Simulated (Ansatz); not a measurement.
The input, for Ansatz 0.2.0:

```yaml
crystal:
  periodic: [false, false, false]
  atoms:
    - {symbol: Ge, position_ang: [-0.000041, -0.415523, 1.649975]}
    - {symbol: Ge, position_ang: [-0.000130, -0.334723, -0.799328]}
    - {symbol: N, position_ang: [0.000118, -0.426428, -2.449015]}
    - {symbol: H, position_ang: [0.000053, 1.176674, 1.598368]}
basis:
  gaussian: {orbitals: cc-pVDZ}
magnetization: {spin_polarized: false}
correlation: {method: ccsd(t), electrons: valence}
```

```sh
$ ansatz run in.yaml --threads 1 --pin off --events-out ev --progress --plain --max-ram 2393MiB
```

(1) One thing in this input was set wrong on purpose, beside settings that are merely unusual. What is the gravest fault, and what does the program do?

Answers

(1) A method name that the input doesn't accept. How the run ends: refused.
```
Error: YAML parse error: error: line 11 column 23: unknown variant `ccsd(t)`, expected one of mp2, rpa, ccsd, ccsd_t, bccd, bccd_t, ccsdt, ccsdt_q, ccsdt_q_b, ccsdtq, fci, sc_nevpt2, fic_nevpt4_sd, fic_mrcisd_q, fic_mrcisd_q_relaxed
  --> <input>:11:23
   |
 9 |   gaussian: {orbitals: cc-pVDZ}
10 | magnetization: {spin_polarized: false}
11 | correlation: {method: ccsd(t), electrons: valence}
   |                       ^ unknown variant `ccsd(t)`, expected one of mp2, rpa, ccsd, ccsd_t, bccd, bccd_t, ccsdt, ccsdt_q, ccsdt_q_b, ccsdtq, fci, sc_nevpt2, fic_nevpt4_sd, fic_mrcisd_q, fic_mrcisd_q_relaxed
```
